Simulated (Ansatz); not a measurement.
System (SMILES): C#N (CH-N).
Atoms: C1, N2, H3. Bonds: C1-N2, C1-H3.

Basis-set convergence of the optimised C1-N2 bond length at MP2 with Ansatz (a program for electronic structure). The reference of a correlated method is not its basis-set limit, which lies further on. Cartesian d functions, on some or all atoms, in 6-31G*, 6-31+G*; all else is spherical. Cores are frozen. No added dispersion term, no relativity. Reference: the value in aug-pcseg-3, 1.1624 Å, itself unsure by roughly 0.0011 Å (its mean distance from aug-cc-pVQZ, def2-QZVPPD, pcseg-3). Deviations are taken from unrounded values.

| basis | functions | optimised C1-N2 bond length (Å) |
|---|---|---|
| 6-31G* | 32 | 1.1773 |
| 6-31+G* | 40 | 1.1781 |
| cc-pVDZ | 33 | 1.1821 |
| aug-cc-pVDZ | 55 | 1.1828 |
| def2-SVP | 33 | 1.1749 |
| def2-SVPD | 48 | 1.1759 |
| pcseg-1 | 33 | 1.1747 |
| aug-pcseg-1 | 55 | 1.1763 |
| 6-311G** | 42 | 1.1706 |
| 6-311+G** | 50 | 1.1713 |
| def2-TZVP | 68 | 1.1659 |
| def2-TZVPD | 83 | 1.1662 |
| cc-pVTZ | 74 | 1.1668 |
| aug-cc-pVTZ | 115 | 1.1670 |
| pcseg-2 | 74 | 1.1646 |
| aug-pcseg-2 | 115 | 1.1659 |
| def2-TZVPP | 76 | 1.1661 |
| def2-TZVPPD | 91 | 1.1664 |
| cc-pVQZ | 140 | 1.1635 |
| aug-cc-pVQZ | 206 | 1.1639 |
| def2-QZVPP | 144 | 1.1636 |
| def2-QZVPPD | 159 | 1.1637 |
| pcseg-3 | 153 | 1.1620 |
| aug-pcseg-3 | 219 | 1.1624 |

What the diffuse functions change, pair by pair:
- 6-31G* to 6-31+G*: 8 more functions, deviation 0.0149 to 0.0157 Å
- cc-pVDZ to aug-cc-pVDZ: 22 more functions, deviation 0.0197 to 0.0204 Å
- def2-SVP to def2-SVPD: 15 more functions, deviation 0.0125 to 0.0135 Å
- pcseg-1 to aug-pcseg-1: 22 more functions, deviation 0.0123 to 0.0139 Å
- 6-311G** to 6-311+G**: 8 more functions, deviation 0.0082 to 0.0089 Å
- def2-TZVP to def2-TZVPD: 15 more functions, deviation 0.0035 to 0.0038 Å
- cc-pVTZ to aug-cc-pVTZ: 41 more functions, deviation 0.0044 to 0.0046 Å
- pcseg-2 to aug-pcseg-2: 41 more functions, deviation 0.0022 to 0.0035 Å
- def2-TZVPP to def2-TZVPPD: 15 more functions, deviation 0.0037 to 0.0040 Å
- cc-pVQZ to aug-cc-pVQZ: 66 more functions, deviation 0.0011 to 0.0015 Å
- def2-QZVPP to def2-QZVPPD: 15 more functions, deviation 0.0012 to 0.0013 Å
- pcseg-3 to aug-pcseg-3: 66 more functions, deviation -0.0004 to 0.0000 Å

Leaving out the reference's own pair, they bring the value nearer the reference by more than 0.0011 Å in 0 of 11 pairs.
